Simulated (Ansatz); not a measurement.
Mulliken charges of AlH$_{4}$NSi, SMILES `[NH]1[AlH][SiH2]1` from r2SCAN/def2-TZVPP in Ansatz (PBE0-D4/def2-TZVP geometry).

| atom | x (Å) | y (Å) | z (Å) | charge (e) |
| --- | --- | --- | --- | --- |
| N1 | -0.289 | -0.037 | -0.847 | -0.441 |
| Al2 | 0.491 | -1.378 | 0.014 | 0.392 |
| Si3 | -0.001 | 0.762 | 0.698 | 0.260 |
| H4 | -0.718 | 0.311 | -1.691 | 0.115 |
| H5 | 0.883 | -2.868 | -0.326 | -0.122 |
| H6 | -1.219 | 1.201 | 1.443 | -0.102 |
| H7 | 0.914 | 1.941 | 0.663 | -0.102 |

**Question.** By hand: the dipole of these point charges (1 e Å = 4.8032 D).

**Answer.** Σ q r = (0.160, -0.261, 0.191) e Å, of length 0.361 e Å = 1.73 D.

**Question.** How does the dipole of the full density compare? (An estimate is asked.)

**Answer.** Ansatz gave: (-0.011, -0.166, -0.187) e Å, 1.20 D; the point charges give 1.44 times that, at 86° from its direction.

Point charges leave out the atoms' own dipoles, such as those of lone pairs, and Mulliken's split depends on the basis, so the two needn't agree.
